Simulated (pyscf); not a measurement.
Single points on ωB97X-D3(BJ)/def2-SVP structures (PySCF, gas phase).

**Question.** Estimate the classical barrier height and the reaction energy of HO–Sn:–OH [singlet] + H₂O → O=SnH–OH + H₂O at PBE/def2-TZVP. The step runs on the singlet surface, breaks H–O, H–O and forms H–Sn, H–O; take the separated reactants as zero.

**Answer.** ΔE‡ = 2.69 eV, ΔE = +2.53 eV. CCSD(T)/def2-TZVPP + ΔMP2(QZVPP) gives 3.23 eV and +2.67 eV. Zero-point energy shifts the barrier by -0.05 eV. It is a concerted two-bond exchange, with an imaginary mode of 1130i cm⁻¹. On the reactant side the descent ends in a complex, 0.27 eV under the separated species and 3.51 eV under the saddle at ωB97X-D3(BJ)/def2-TZVP. On the product side the descent ends in an adduct with a O–Sn contact (not fully relaxed), 0.87 eV under the separated species and 1.36 eV under the saddle at ωB97X-D3(BJ)/def2-TZVP. The same reactants have a lower exit, to HO–Sn:–OH [singlet] + H₂O (highest point, the separated products, at 0.00 eV at ωB97M-D3(BJ)/def2-TZVP, against +3.33 eV here). One saddle was located; it need not be the lowest between these sides. The CCSD(T) − MP2 part came from Ansatz, without density fitting, on the same reference. The frozen core leaves the outer d or s,p core shells of the metals and heavy elements correlated in the MP2 and CC values, and def2-TZVPP describes them poorly, which can shift differences by a few kcal/mol. Elements past Kr carry the def2 core potentials, without spin-orbit coupling.
